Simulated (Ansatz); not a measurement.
in.yaml

```yaml
crystal:
  periodic: [false, false, false]
  atoms:
    - {symbol: Al, position_ang: [0.000000, 0.000000, 0.000000]}
    - {symbol: H, position_ang: [0.000000, 0.000000, 3.747000]}
basis:
  gaussian: {orbitals: aug-cc-pVDZ}
total_charge: -1
magnetization: {spin_polarized: false, initial_magnetization: 1}
correlation: {method: sc_nevpt2, electrons: outside_noble_gas, active_space: {window: {electrons: 5, orbitals: 5}, shells: [{species: Al, l: s, shell: 3}, {species: Al, l: p, shell: 3}, {species: H, l: s, shell: 1}]}}
```

```sh
$ ansatz run in.yaml --threads 1 --pin off --events-out ev --progress --plain --max-ram 2393MiB
```

The program prints:

```
595 factors; integrals over basis functions are off by at most 2.1e-7 eV
mean field evaluation 1: about -6593.0768 eV, gradient 9.1e0 eV
mean field evaluation 2: about -6593.0770 eV, gradient 9.1e0 eV
mean field evaluation 4: about -6595.2737 eV, gradient 1.6e0 eV
mean field evaluation 8: about -6595.3522 eV, gradient 6.9e-3 eV
mean field evaluation 16: about -6594.4006 eV, gradient 7.2e-1 eV
mean field evaluation 32: about -6594.3957 eV, gradient 1.2e-5 eV
mean field evaluation 64: about -6594.4087 eV, gradient 3.3e-2 eV
mean field evaluation 96: about -6594.8338 eV, gradient 8.0e-3 eV
mean field evaluation 128: about -6594.6756 eV, gradient 1.6e0 eV
mean field -6595.35223151 eV, -242.3747240177 hartree, gradient 3.3e-6 eV, S^2 0.750000; 13 other end points of the search recorded, 0 dependent functions left out
reference -6595.35223151 eV, -242.3747240177 hartree; 8, 7 occupied and 28, 29 virtual orbitals, 595 factors
state -6596.41308337 eV, -242.4137096045 hartree
state -6596.41308337 eV, -242.4137096045 hartree; corrected -6597.33928617 eV, -242.4477469294 hartree
Total energy: -6597.33928617 eV, -242.4477469294 hartree
Checks for a lower state left out: starts, orbital_swaps
```

Natural occupations: 1.9457 1.8720 1.0000 0.1267 0.0557.

For the same geometry and basis full CI lies 612.7 meV lower.

Ran on 1 thread of Arm Neoverse V2, shared host: 0.87 s wall, 0.16 GiB peak host memory.
